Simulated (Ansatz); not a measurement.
**AlC2+ (triplet): wave-function methods side by side, def2-TZVPP**

An exercise on one series of results from a longer session: the logs are not shown, and one member is left open.

Computed with Ansatz 0.2.0, Gaussian basis. Level: def2-TZVPP, core rule «outside noble gas», up to 7 orbitals frozen.

To be run: UHF; ROHF; CCSD(T) on UHF.

### The system

The geometry is a PBE0/def2-TZVP stationary point (not a proven minimum) of the parent state, kept for this charge and spin.

3 atoms, charge 1, spin multiplicity 3.

Atoms are counted from 1 here; the program's logs count them from 0.

Bond lengths: C1–Al2 1.931 Å, Al2–C3 1.931 Å. Angles: C1–Al2–C3 180.0°.

Set-up of the first run:

File in.yaml:

```yaml
crystal:
  periodic: [false, false, false]
  atoms:
    - {symbol: C, position_ang: [0.000000, 0.000000, 1.931400]}
    - {symbol: Al, position_ang: [0.000000, 0.000000, 0.000000]}
    - {symbol: C, position_ang: [0.000000, 0.000000, -1.931400]}
basis:
  gaussian: {orbitals: def2-TZVPP}
total_charge: 1
magnetization: {spin_polarized: true, initial_magnetization: 2}
hamiltonian: {xc: hf}
output: {orbitals: {seedname: orbitals}}
```

Launch:

```console
$ ansatz run in.yaml --threads 1 --pin off --events-out ev --progress --plain --max-ram 4096MiB --backend cpu
```

Steps of the session up to this table: UHF; ROHF; CCSD(T) on UHF.

One of the session's tables, all rows but one given; the rest of the session is left out.

| method | from UCCSD(T) (kcal/mol) |
| --- | --- |
| ROHF | +204.26 |
| UHF | +148.08 |
| UMP2 | ? |
| UCCSD | +7.61 |
| UCCSD(T) | 0 |

**Question.** Estimate the row for UMP2.

As computed: from UCCSD(T) (kcal/mol): +35.66. In the column «from UCCSD(T) (kcal/mol)» it lies between UCCSD (+7.61) and UHF (+148.08).

The program flags UCCSD(T) as in doubt (see the logs), so the zero of the table is itself unsure.

Caveats from the session: The determinant is far from a pure spin state, so its energy mixes those of several spin states (harmless only where they are near-degenerate, as at dissociation). The program flags UCCSD(T) as in doubt, so the zero of the table is itself unsure.
